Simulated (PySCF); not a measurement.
Dissociation curve of OH, doublet.

Levels of theory: UMP2 = MP2 on UHF/cc-pVTZ, 1 core orbital frozen (PySCF 2.14.0); CASSCF(7,5)/cc-pVTZ (PySCF); UCCSD(T) = CCSD(T) on UHF/cc-pVTZ, 1 core orbital frozen (PySCF 2.14.0).

Energies relative to the lowest point of each curve near equilibrium, in kJ/mol:

```tsv
R / Å	UMP2	CASSCF(7,5)
0.73	252.6	255.9
0.77	156.3	159.4
0.83	64.6	67.4
0.88	23.0	25.2
0.92	6.1	7.5
0.94	1.9	2.8
0.97	0.0	0.0
0.99	1.2	0.5
1.03	8.4	6.1
1.07	20.7	16.4
1.22	95.7	77.8
1.31	164.2	120.6
```

Task: Predict the corresponding UCCSD(T) column.

Result: 0.73: 255.4; 0.77: 158.7; 0.83: 66.5; 0.88: 24.4; 0.92: 6.9; 0.94: 2.4; 0.97: 0.0; 0.99: 0.8; 1.03: 7.2; 1.07: 18.5; 1.22: 86.0; 1.31: 134.3 (kJ/mol).

The scan ran from 0.73 to 3.92 Å; beyond the distances shown one of the unrestricted levels run for this scan, shown here or not, changes its spin distribution in one step. The unrestricted determinant behind UMP2, UCCSD(T) is spin-contaminated at 1.31 Å (<S²> up to 0.9, against 0.75 for a pure doublet).
